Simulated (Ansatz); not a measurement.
`CC=S`, charge 0, multiplicity 1.

Question: Give a relaxed structure at PBE0-D4/def2-TZVP (the Gaussian-basis code of Ansatz). (Best estimate.)

Answer: Ansatz gave: 
Cartesian coordinates in Å:
```
C -0.564 -0.001 -0.369
C 0.669 0.071 0.450
S 1.612 -1.166 0.861
H -0.460 0.643 -1.250
H -1.410 0.399 0.200
H -0.781 -1.021 -0.683
H 0.933 1.076 0.792
```
Point group Cs.
